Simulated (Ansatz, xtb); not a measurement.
Ligand exchange: MgHCl + CH4S → MgH(SH) + CH3Cl

Species: MgHCl `[MgH][Cl]`, singlet; CH4S (methanethiol) `CS`, singlet; MgH(SH), singlet; CH3Cl (chloromethane) `CCl`, singlet. The partners trade Cl for SH: Mg–Cl and C–SH bonds give way to Mg–SH and C–Cl.

Shapes, held fixed at every level: PBE0-D4/def2-TZVP. Programs: Ansatz 0.2.0, xtb 6.7.1. The zero-point and thermal change to 298 K, harmonic and unscaled (PBE0-D4/def2-TZVP), is -2.6 kJ/mol.

(1) Estimate ΔH(298 K) of this reaction.

## Answers

(1) The highest level, CCSD(T)/def2-TZVPP, gives ΔH(298 K) = +78.6 kJ/mol; the levels span +74.0 to +97.9. The column of differences is taken from that level and isn't an error. No measured value is set beside it here. Correlated rows may include outer-core shells of Mg, which these sets cover unevenly.

| level | kind | ΔH(298 K) (kJ/mol) | less CCSD(T)/def2-TZVPP |
| --- | --- | --- | --- |
| GFN2-xTB | semi-empirical | +97.9 | +19.3 |
| HF/def2-SVP | Hartree–Fock | +94.0 | +15.4 |
| SPW92/def2-TZVPP | LDA | +74.0 | -4.6 |
| r2SCAN-D4/def2-TZVPP | meta-GGA | +80.6 | +2.0 |
| wB97M-V/def2-TZVPP | range-separated hybrid | +81.1 | +2.5 |
| wB97X-V/def2-TZVPP | range-separated hybrid | +81.5 | +2.9 |
| MP2/def2-TZVPP | perturbation theory | +80.9 | +2.3 |
| CCSD/def2-TZVPP | coupled cluster or CI | +80.4 | +1.8 |
| CCSD(T)/def2-TZVPP | coupled cluster or CI | +78.6 | 0.0 |
